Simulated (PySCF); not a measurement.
## C6H12: core ionisation energies

Species: 2,3-dimethyl-2-butene, C₆H₁₂.
Bonds: C1–C2, C2–C3, C2–C4 (double), C4–C5, C4–C6. Hydrogens: H7, H8, H9 on C1; H10, H11, H12 on C3; H13, H14, H15 on C5; H16, H17, H18 on C6.

Computed with delta-SCF UKS SCAN, pcX-2 on the ionised atom, pcseg-1 elsewhere, spin-free X2C in PySCF. Each binding energy is the total energy of the core-ionised species, with the hole localised on one atom, minus that of the ground state; both are solved self-consistently, so orbital relaxation is included.

Task: List the computed XPS lines with their assignment.

Result: 
```
    atom(s)                bonded to  level  binding energy (eV)  above the level's lowest (eV)  count
      C2/C4  C (double bond) and 2 C   C 1s               289.81                           0.00      2
C1/C3/C5/C6                C and 3 H   C 1s               290.38                          +0.57      4
```

Lowest listed C 1s: C2/C4, bonded to C (double bond) and 2 C. Highest, 0.57 eV above it: C1/C3/C5/C6, bonded to C and 3 H.

Task: Which photon wavelength matches the C 1s of C1/C3/C5/C6 threshold?

Result: λ = hc/E = 12398.42 eV Å / 290.38 eV = 42.697 Å.

Task: Give the binding energy of C 1s of C1/C3/C5/C6 in hartree and in kJ/mol.

Result: 290.38 eV = 10.6713 Eh = 28017 kJ/mol.

Atoms equivalent by their bonding share one computed value, that of the first of them. Geometry: PBE0-D3(BJ)/def2-SVP; no solvent, vibrations or thermal averaging.
